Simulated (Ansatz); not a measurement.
**Stretching doublet CO(+)**

The C–O distance is varied.

Basis set: def2-SVP (spherical functions). Correlated methods keep 2 orbitals frozen. Correlation on ROHF uses semicanonical orbitals with singles. Charge 1, multiplicity 2.

Computed with Ansatz (development build ahead of 0.2.0), each point on the determinant that the search for low states chose. Each curve is measured from its own lowest point listed. The UHF curve may step between solutions. The UHF-MP2 curve may step between solutions.

```
r(C–O) (Å)  ROHF (eV)  ROHF-MP2 (eV)  UHF-MP2 (eV)
     1.000      0.708          1.415         1.101
     1.030      0.259          0.770         0.496
     1.050      0.090          0.465         0.232
     1.080      0.000          0.165         0.024
     1.100      0.033          0.053         0.000
     1.140      0.278          0.000         0.195
     1.160      0.474          0.043         0.393
     1.190      0.842          0.175         0.778
     1.210      1.126          0.300         1.077
     1.240      1.599          0.533         1.563
     1.270      1.979          3.328         2.077
     1.290      2.069          3.378         2.428
     1.320      2.239          3.490         2.960
     1.340      2.371          3.585         3.317
     1.370      2.593          3.754         3.514
     1.400      2.837          3.949         3.736
     1.430      3.096          4.164         3.969
     1.460      3.366          4.395         4.211
     1.480      3.551          4.556         4.378
     1.510      3.830          4.807         4.636
     1.530      4.017          4.979         5.654
     1.560      4.298          5.244         6.031
     1.580      4.483          5.424         6.211
     1.610      4.758          5.697         6.417
     1.640      5.027          5.972         6.568
     1.670      5.289          6.248         6.679
```

(1) Give the UHF curve at the same distances.

## Answers

(1)

| r (Å) | E (eV) |
| --- | --- |
| 1.000 | 0.796 |
| 1.030 | 0.322 |
| 1.050 | 0.132 |
| 1.080 | 0.002 |
| 1.100 | 0.000 |
| 1.140 | 0.150 |
| 1.160 | 0.284 |
| 1.190 | 0.536 |
| 1.210 | 0.730 |
| 1.240 | 1.048 |
| 1.270 | 1.389 |
| 1.290 | 1.625 |
| 1.320 | 1.984 |
| 1.340 | 2.225 |
| 1.370 | 2.580 |
| 1.400 | 2.831 |
| 1.430 | 3.094 |
| 1.460 | 3.365 |
| 1.480 | 3.549 |
| 1.510 | 3.826 |
| 1.530 | 3.989 |
| 1.560 | 4.125 |
| 1.580 | 4.198 |
| 1.610 | 4.288 |
| 1.640 | 4.358 |
| 1.670 | 4.414 |

Caution for ROHF at some points, ROHF-MP2 at some points: an unrestricted determinant lies well below. Caution for UHF at some points, UHF-MP2 at some points: the unrestricted determinant is a mixture of spin states. Caution for ROHF-MP2 at some points, UHF-MP2 at some points: forces differ strongly between restricted and unrestricted references; bonds are stretched, where a single reference can fail. Caution for ROHF-MP2 at some points: other determinants can give a lower correlated total.
